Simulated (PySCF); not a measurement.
## Al: ionisation energy

Al [Ne] 3s2 3p1 (2P) → Al+ [Ne] 3s2 (1S), as a difference of total energies. All numbers are calculated (PySCF 2.14, the non-relativistic Hamiltonian (point nucleus), in aug-cc-pV(D+d)Z). Correlated levels: valence: [Ne] frozen. The calculations carry no spin-orbit coupling.

Problem. Order these methods by the ionisation energy they give, lowest first.
A. B97-3
B. r2SCANh
C. LC-wPBE
D. PBE

Solution. A (5.942 eV), D (6.086 eV), B (6.172 eV), C (6.197 eV).

Errors of the correlated levels include the incompleteness of this basis and the frozen core.

For comparison: 5.977 eV (measured; NIST levels, between the centres of gravity of the two terms).
